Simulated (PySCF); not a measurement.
# Dipole moment and polarisability of `CP(C)C`

Species: C₃H₉P.
Geometry (GFN2-xTB, Å), atoms numbered from 1 in this order:
```
atom  x, y, z in Å
C1    -0.4167    1.5302    0.3838
P2    -0.2080   -0.2060    0.9982
C3     1.5110   -0.4930    0.3676
C4    -1.1261   -1.0677   -0.3620
H5    -0.1435    1.6152   -0.6671
H6     0.2100    2.1939    0.9759
H7    -1.4543    1.8307    0.5134
H8     1.6019   -0.2135   -0.6812
H9     1.7621   -1.5452    0.4851
H10    2.2089    0.0950    0.9602
H11   -0.7878   -0.7354   -1.3426
H12   -0.9725   -2.1409   -0.2706
H13   -2.1894   -0.8629   -0.2570
```

Level: CAM-B3LYP/def2-SVPD (PySCF), static field, nuclei fixed, core orbitals frozen in the response. The polarisability tensor in these axes (au):

```
x   67.56 -0.39  1.76
y   -0.39 67.56  1.73
z    1.76  1.73 60.25
```

Task: Give the principal values, the mean and the anisotropy Δα = √{½[(α1 − α2)² + (α2 − α3)² + (α1 − α3)²]}.

Result: Principal values 59.46, 67.95 and 67.97 au; mean 65.12 au = 9.65 Å³ = 10.74 × 10⁻⁴⁰ C²·m²/J; Δα = 8.49 au (13 % of the mean).

Task: What is the dipole moment, and where does it point?

Result: (0.26, 0.26, -1.16) D, 1.22 D in size, pointing from the negative to the positive side. Measured along this direction, the outermost atoms are P2 at the negative end and H5, H8 and H11 at the positive end.

Task: In a dilute gas of rigid molecules at 400 K, how does the orientational term μ²/3kT compare with the electronic polarisability?

Result: In Gaussian units μ²/3kT = 9.00 Å³ against 9.65 Å³, a ratio of 0.93; the Debye molar polarisation (4π/3)N_A(α + μ²/3kT) is 47.0 cm³/mol, leaving out the vibrational part.

Task: Form Σ f/ω² (atomic units) for the 8 lowest TDDFT singlets, given as eV and f, and set it beside the mean polarisability, which is this sum over all singlets: 6.48, 0.0007; 6.65, 0.1173; 6.65, 0.1173; 7.59, 0.3242; 8.01, 0.0003; 8.07, 0.0020; 8.07, 0.0020; 8.44, 0.0007.

Result: They add up to 8.16 au, 12.5 % of the 65.12 au; the largest single term is 4.17 au, from the state at 7.59 eV. Terms in order: 0.01, 1.96, 1.96, 4.17, 0.00, 0.02, 0.02, 0.01 au. Higher excitations give the rest. The strengths listed sum to 0.565.

Task: Molar refractivity from α?

Result: Lorentz–Lorenz: R = (4π/3)N_A α = 2.5225 cm³/(mol·Å³) × 9.65 Å³ = 24.3 cm³/mol, in the limit of long wavelengths.

Task: Refractivity n − 1 of an ideal gas of it at 500 K and 1 atm, from the electronic α?

Result: N = p/kT = 1.4678 × 10¹⁹ cm⁻³, so n − 1 = 2π × N × 9.65 × 10⁻²⁴ cm³ = 890 × 10⁻⁶ at long wavelengths, for an ideal gas.

Task: Find the Langevin capture rate constant for NH4+ (18.034 u) meeting this molecule (76.044 u), k = 2.342 × 10⁻⁹ cm³/s × √(α in Å³ / reduced mass in u).

Result: The reduced mass is 14.58 u, so k = 1.91 × 10⁻⁹ cm³/s. The formula leaves out the permanent dipole, which adds to the capture rate.

Geometry: GFN2-xTB; no solvent, vibrations or thermal averaging.
